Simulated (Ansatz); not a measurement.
# Which is lower?

Two relaxed structures of CH3AlN, doublet (PBE0-D4/def2-TZVP; forces vanish, vibrations not checked).

A:

N1  (-0.198, -0.559, 0.095)
C2  (-0.573, -1.689, 0.274)
Al3  (0.203, 1.170, -0.062)
H4  (-0.145, -2.646, -0.065)
H5  (-0.410, 1.919, -1.306)
H6  (1.140, 1.773, 1.052)
(Å)

B:

N1  (-0.407, -1.112, 0.382)
C2  (0.348, -0.821, -0.615)
Al3  (-0.260, 0.840, 0.250)
H4  (-0.624, -2.068, 0.659)
H5  (0.802, -1.595, -1.242)
H6  (0.734, 1.452, 1.350)
(Å)

Program: Ansatz 0.2.0. Basis: def2-TZVPP. Cores are frozen in the correlated methods; orbitals are unrestricted. B3LYP uses VWN-RPA correlation.

(1) Which structure is lower at CCSD(T), and by how much? (To be estimated.)

T1 diagnostic: at most 0.027. ⟨S²⟩ of the unrestricted Hartree–Fock references: 0.76 to 0.78 (a pure state has 0.75).

Answers

(1) Computed: A, by 0.310 eV (electronic energy, against the other). By their contacts, A is CH₃AlN ([CH][N][AlH2]) and B is CH₃AlN ([CH]1[NH][AlH]1).

All methods give the same order:

```
   method  E(B) − E(A) (eV)
   PBE-D4             0.314
r2SCAN-D4             0.340
  PBE0-D4             0.226
 B3LYP-D4             0.497
  wB97M-V             0.383
       HF             0.394
      MP2             0.235
     CCSD             0.314
  CCSD(T)             0.310
```

Labels in which every atom is bracketed show which atoms are joined, not bond orders.

For scale, one of the runs: CCSD(T)/def2-TZVPP, 146 basis functions, launched by `ansatz run in.yaml --threads 2 --pin off --events-out ev --progress --plain --max-ram 4352MiB`. Time: 41 s of wall clock on 2 CPU threads of an Arm Neoverse V2; the host was shared. Peak host memory: 1.9 GiB.
